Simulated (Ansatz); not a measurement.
# C3H6F2O: a ladder of functionals and wavefunction methods

The task here is to estimate one member of a computed series from the others.

Method: functionals in def2-TZVPP, the program's frozen cores in correlated methods; program: Ansatz 0.2.0, Gaussian basis.

Plan: LDA (SPW92), PBE-D4, revPBE-D4, BLYP-D4, r2SCAN-D4, B97M-V, PBE0-D4, B3LYP-D4, r2SCANh-D4, r2SCAN0-D4, HSE06-D4, BHLYP-D4, CAM-B3LYP-D4, LC-ωPBE, ωB97X-V, ωB97M-V, B2PLYP, PBE-QIDH; CCSD(T)/def2-SVP; CCSD(T)/def2-TZVPP; MP2/def2-QZVPP; extrapolation to the limit; RPA on PBE.

### The relaxed structure

All runs share one geometry, relaxed beforehand with PBE0-D4 in a triple-zeta def2 set.

SMILES `CCOC(F)F`, 12 atoms, charge 0, spin multiplicity 1.

Atoms are counted from 1 here; the program's logs count them from 0.

Bond lengths: C1–C2 1.505 Å, C1–H7 1.091 Å, C1–H8 1.092 Å, C1–H9 1.091 Å, C2–O3 1.426 Å, C2–H10 1.098 Å, C2–H11 1.095 Å, O3–C4 1.348 Å, C4–F5 1.338 Å, C4–F6 1.361 Å, C4–H12 1.099 Å. Angles: C2–C1–H7 110.6°, C2–C1–H8 109.9°, C2–C1–H9 110.8°, H7–C1–H8 108.4°, H7–C1–H9 108.5°, H8–C1–H9 108.6°, C1–C2–O3 108.1°, C1–C2–H10 111.0°, C1–C2–H11 111.1°, O3–C2–H10 109.1°, O3–C2–H11 109.4°, H10–C2–H11 108.1°, C2–O3–C4 114.2°, O3–C4–F5 107.7°, O3–C4–F6 111.2°, O3–C4–H12 113.7°, F5–C4–F6 107.3°, F5–C4–H12 109.6° and more.

As a file:

```mol
C3H6F2O
  3D, bonds by distance, orders not assigned

 12 11  0  0  0  0  0  0  0  0999 V2000
   -1.5485   -0.8387   -0.3592 C   0  0
   -0.0788   -0.5545   -0.2081 C   0  0
    0.0640    0.7379    0.3761 O   0  0
    1.3368    1.1754    0.4475 C   0  0
    1.3048    2.4565    0.8312 F   0  0
    2.0416    0.4891    1.3883 F   0  0
   -2.0444   -0.8200    0.6125 H   0  0
   -1.6926   -1.8264   -0.8015 H   0  0
   -2.0229   -0.0967   -1.0037 H   0  0
    0.4269   -0.5669   -1.1830 H   0  0
    0.4032   -1.2988    0.4336 H   0  0
    1.8868    1.0878   -0.4995 H   0  0
  1  2  8  0
  2  3  8  0
  3  4  8  0
  4  5  8  0
  4  6  8  0
  1  7  8  0
  1  8  8  0
  1  9  8  0
  2 10  8  0
  2 11  8  0
  4 12  8  0
M  END
```

The first run:

in.yaml

```yaml
crystal:
  periodic: [false, false, false]
  atoms:
    - {symbol: C, position_ang: [-1.548533, -0.838655, -0.359239]}
    - {symbol: C, position_ang: [-0.078792, -0.554517, -0.208132]}
    - {symbol: O, position_ang: [0.064002, 0.737943, 0.376098]}
    - {symbol: C, position_ang: [1.336848, 1.175424, 0.447485]}
    - {symbol: F, position_ang: [1.304788, 2.456453, 0.831234]}
    - {symbol: F, position_ang: [2.041624, 0.489139, 1.388273]}
    - {symbol: H, position_ang: [-2.044442, -0.820050, 0.612523]}
    - {symbol: H, position_ang: [-1.692555, -1.826360, -0.801543]}
    - {symbol: H, position_ang: [-2.022880, -0.096724, -1.003673]}
    - {symbol: H, position_ang: [0.426900, -0.566946, -1.183042]}
    - {symbol: H, position_ang: [0.403226, -1.298788, 0.433611]}
    - {symbol: H, position_ang: [1.886813, 1.087782, -0.499496]}
basis:
  gaussian: {orbitals: def2-TZVPP}
hamiltonian: {xc: lda}
output: {orbitals: {seedname: orbitals}}
```

Among the steps run: LDA; PBE-D4 (GGA); revPBE-D4 (GGA); BLYP-D4 (GGA); r2SCAN-D4 (meta-GGA); B97M-V (meta-GGA); PBE0-D4 (hybrid); B3LYP-D4 (hybrid); r2SCANh-D4 (hybrid); r2SCAN0-D4 (hybrid); HSE06-D4 (hybrid); BHLYP-D4 (hybrid); CAM-B3LYP-D4 (range-separated); LC-ωPBE (range-separated); ωB97X-V (range-separated); ωB97M-V (range-separated); B2PLYP (double hybrid); PBE-QIDH (double hybrid).

One of the session's tables, all rows but one given; the rest of the session is left out.

It belongs to the step «Orbital energies across the functionals». 

| functional | HOMO (eV) | LUMO (eV) | gap (eV) |
| --- | --- | --- | --- |
| LDA (SPW92) | -7.27 | 0.27 | 7.54 |
| PBE-D4 | -7.12 | 0.42 | 7.54 |
| revPBE-D4 | -7.06 | 0.48 | 7.54 |
| BLYP-D4 | -7.07 | 0.37 | 7.44 |
| r2SCAN-D4 | -7.48 | 1.23 | 8.72 |
| B97M-V | -7.65 | 0.58 | 8.23 |
| PBE0-D4 | -8.78 | 1.20 | 9.98 |
| B3LYP-D4 | -8.56 | 0.84 | 9.40 |
| r2SCANh-D4 | -8.10 | 1.46 | 9.56 |
| r2SCAN0-D4 | -9.03 | 1.77 | 10.80 |
| HSE06-D4 | -8.37 | 0.84 | 9.20 |
| BHLYP-D4 | -10.41 | 1.75 | 12.16 |
| CAM-B3LYP-D4 | -10.29 | 1.93 | 12.22 |
| LC-ωPBE | -11.59 | 3.26 | 14.85 |
| ωB97X-V | ? | ? | ? |
| ωB97M-V | -11.21 | 2.62 | 13.82 |

Q: Estimate the row for ωB97X-V from the others.

**Answer.** HOMO (eV): -11.28; LUMO (eV): 3.06; gap (eV): 14.34. In the column «HOMO (eV)» it lies between LC-ωPBE (-11.59) and ωB97M-V (-11.21).
